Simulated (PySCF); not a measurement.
```xyz
4
charge 0 multiplicity 2, angstrom
S     0.2855    0.0000    0.0000
O    -0.3365    1.3157    0.0000
O    -0.3365   -1.3157    0.0000
H     1.6252    0.0000    0.0000
```

Computed with UPBE0/[S def2-TZVP, O def2-TZVP, H def2-TZVP], no relativity, density fitting, PySCF.

This geometry of HSO₂ is a stationary point at this level.

Task: What is the point group?

Result: C2v.

Task: Is it a minimum?

Result: No: it has 1 imaginary mode, at 1324i cm⁻¹ (b1).

Task: List the harmonic modes with their infrared intensities.

Result: 
```
symmetry  ω (cm⁻¹)  IR (km/mol)
      b1     1324i            –
      a1       439         26.4
      b2      1013          1.8
      a1      1101         35.1
      b2      1364          158
      a1      2700          5.8
```

Task: Give the atomic charges and bond orders.

Result: 
| atom | Mulliken | Löwdin | polar tensor | spin (Mulliken) | Mayer order to S1 |
| --- | --- | --- | --- | --- | --- |
| S1 | 0.54 | 0.53 | 0.74 | 0.56 | – |
| O2,3 | -0.37 | -0.30 | -0.46 | 0.24 | 1.81 |
| H4 | 0.20 | 0.06 | 0.18 | -0.05 | 0.83 |

In C2v the vibrations span b1 + 3a1 + 2b2. Here b1 is antisymmetric to the molecular plane and b2 lies in it.

Only a few start shapes were tried, so a lower isomer may exist. At this level a doublet minimum of Cs symmetry lies 93 kJ/mol below this structure.
